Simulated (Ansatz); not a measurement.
Basis-set extrapolation for C4H7NS (`CNCC#CS`) (PBE0-D4/def2-TZVP geometry, frozen core, Ansatz). Multiplicity 1, RHF reference.

```json
{"": "HF", "def2-TZVPP": "-607.537631", "def2-QZVPP": "-607.558337"}
{"": "MP2 correlation", "def2-TZVPP": "-1.030996", "def2-QZVPP": "-1.102373"}
{"": "CCSD(T) correlation", "def2-TZVPP": "-1.127782", "def2-QZVPP": "not run"}
```

Energies in hartree. Use E(X) = E(∞) + A·exp(−7.88·√X) for Hartree–Fock and E(X) = E(∞) + B·X^(−2.97) for correlation, with X = 3 and 4, and add CCSD(T) minus MP2 of the smaller set to the MP2 limit.

Q: What is the CCSD(T) energy at the basis-set limit?

A: HF limit: -607.558337 + (-0.020706) × 0.13774 = -607.56119. MP2 limit: -1.102373 + (-0.071377) × 0.74074 = -1.15524. Higher-order term: -1.127782 − (-1.030996) = -0.09679. Total: -608.81322 hartree, 388.1 kJ/mol below CCSD(T)/def2-TZVPP.
